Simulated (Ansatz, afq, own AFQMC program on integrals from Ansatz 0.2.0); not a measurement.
AFQMC on a folder of integrals that Ansatz 0.2.0 wrote.

```yaml
crystal:
  periodic: [false, false, false]
  atoms:
    - {symbol: Ge, position_ang: [0.000000, 0.003232, 0.757146]}
    - {symbol: Al, position_ang: [0.000000, 0.016713, -1.828547]}
    - {symbol: H, position_ang: [0.000000, -1.174974, -0.475644]}
    - {symbol: H, position_ang: [0.000000, -1.074255, -2.975895]}
    - {symbol: H, position_ang: [0.000000, 1.568901, -2.165920]}
basis:
  gaussian: {orbitals: cc-pVDZ}
total_charge: 1
magnetization: {spin_polarized: true, initial_magnetization: 3}
correlation: {method: ccsd_t, electrons: outside_noble_gas, hamiltonian_folder: ham}
```

```sh
$ ansatz run in.yaml --threads 1 --pin off --events-out ev --progress --plain --max-ram 1382MiB
```

Options of the walk:

```
--method free --trial cisd --walkers 60 --time-step 0.03 --max-blocks 80 --target-error 0.00036 --factor-cut 1e-05 --seed 3530 --times 0,0.3,0.6,1.2,1.8,2.4,3.6,4.8,6 --taylor-order 8
```

Times are imaginary, in 1/Eh. The walk had a cap of 1443 s. Filled inner d shells are frozen with the cores.

afq prints:

```
orbitals 41  electrons 6 3  factors 323 of 638
reference energy -2318.59279650 Eh
CCSD correlation -0.14546832 Eh in 15 cycles, weight of the determinant in the CISD state 0.8592
repeat  energy at the last time / Eh  error
    10  -2318.745811  0.001180
    20  -2318.744162  0.001047
    30  -2318.744635  0.000814
    40  -2318.744612  0.000690
    50  -2318.744581  0.000597
    60  -2318.744580  0.000572
    70  -2318.744710  0.000584
    80  -2318.744883  0.000559
time / (1/Eh)  energy / Eh  error  mean overlap
  0.00  -2318.738177  0.000067  1.1631
  0.30  -2318.740640  0.000093  1.1671
  0.60  -2318.741875  0.000128  1.1762
  1.20  -2318.743302  0.000166  1.1729
  1.80  -2318.744040  0.000211  1.1821
  2.40  -2318.744414  0.000228  1.1810
  3.60  -2318.744556  0.000321  1.1900
  4.80  -2318.744846  0.000384  1.2080
  6.00  -2318.744883  0.000559  1.2371
energy -2318.744883 +/- 0.000559 Eh
```

The run passed its tests (error under three times the target), which doesn't prove that it has relaxed.

Against this walk (error 15.2 meV) on the same determinant: CCSD(T) 51.7 meV higher, CCSDT(Q) 11.9 meV lower (within the noise). The error is statistical, and a free projection of finite length keeps a remainder of its start.

Cautions: remainder of the start not in the error; error above the target (15.2 against 9.8 meV); no relativity below Rb; no spin-orbit coupling; inner d shell frozen; another spin lies lower (by 2.10 eV); raised T1 diagnostic (T1 0.046, weight of the determinant 0.86, largest double 0.05).

The walk took 5.1 min on 1 thread of Arm Neoverse V2, with other jobs on the host. The log's last line is the free-projection energy.

CCSDT and higher add their correlation energy to the determinant of the CCSD(T) run, since their own runs factorise the integrals more tightly (a shift of under 2 meV). A walk keeps the symmetry of its determinant, which the program's search chose and which needn't be the lowest solution, so a lower state of the same spin and another symmetry isn't excluded.
